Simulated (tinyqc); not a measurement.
Worked calculation: Hueckel theory of the pi electrons, for the molecule C=CN (SMILES; centres numbered as the heavy atoms are written). One step of it, computed by the program tinyqc.

Task: Orbitals. Diagonalise; E = alpha + x beta with beta < 0, so the largest x are filled first; degenerate levels share their electrons. P = sum n_i c_ri c_si; each orbital has its largest coefficient positive (the first on a tie).

Hueckel matrix in units of beta (H = alpha + beta A), order 1C, 2C, 3N:
```
[[0.000000, 1.000000, 0.000000],
 [1.000000, 0.000000, 0.800000],
 [0.000000, 0.800000, 1.500000]]
```

pi electrons, sum of z_r less the charge = 4

Give: x values; occupations; coefficients; charge and bond-order matrix P.

Result:

x values: [1.947, 0.682, -1.129]

occupations: [2.000, 2.000, 0.000]

coefficients, order 1C, 2C, 3N:
```
[[0.243, 0.723, -0.646],
 [0.473, 0.494, 0.730],
 [0.847, -0.483, -0.222]]
```

charge and bond-order matrix P, order 1C, 2C, 3N:
```
[[1.164, 0.944, -0.287],
 [0.944, 0.934, 0.324],
 [-0.287, 0.324, 1.901]]
```
